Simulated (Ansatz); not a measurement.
Reaction: C3H2N (SMILES C([C]=C)#N, doublet) → C3H2N (SMILES [CH]=CC#N, doublet)
Each species at its own B3LYP-D3(BJ)/def2-TZVP minimum (Ansatz, a first-principles code).

Total energies in hartree (Ansatz). Radicals and triplets start from unrestricted determinants; spin-orbit coupling is neglected. Correlated methods leave the cores frozen. No relativity. The UHF reference of C3H2N (C=[C]C#N, doublet) is spin-contaminated (<S^2> up to 0.63 over the pure value in the sets run). The UHF reference of C3H2N ([CH]=CC#N, doublet) is spin-contaminated (<S^2> up to 0.38 over the pure value in the sets run).

```csv
species,HF/cc-pVTZ,CCSD(T)/cc-pVTZ,HF/cc-pVQZ,CCSD(T)/cc-pVQZ,CCSD(T)/cc-pVDZ,CCSDT(Q)/cc-pVDZ
"1: C3H2N (SMILES C([C]=C)#N, doublet)",-169.19202,-169.84974,-169.20274,-169.89633,-169.69226,-169.69780
"2: C3H2N (SMILES C(C=[CH])#N, doublet)",-169.18185,-169.84125,-169.19273,-169.88780,-169.68530,-169.68953
```

Task: Work out the isomerisation energy (electronic) in kcal/mol: take Hartree-Fock from cc-pVQZ, extrapolate the CCSD(T) correlation energy as X^-3 (X = 3, 4), and add CCSDT(Q) - CCSD(T) in cc-pVDZ. 1 hartree = 627.51 kcal/mol.

Result: 
Species 1: correlation (64·(-0.69359) - 27·(-0.65772))/37 = -0.71977; step -0.00554; E1 = -169.20274 + (-0.71977) + (-0.00554) = -169.92805
Species 2: correlation (64·(-0.69507) - 27·(-0.65940))/37 = -0.72110; step -0.00423; E2 = -169.19273 + (-0.72110) + (-0.00423) = -169.91806
-1·E1 +1·E2 = 0.00999 hartree = 6.3 kcal/mol.
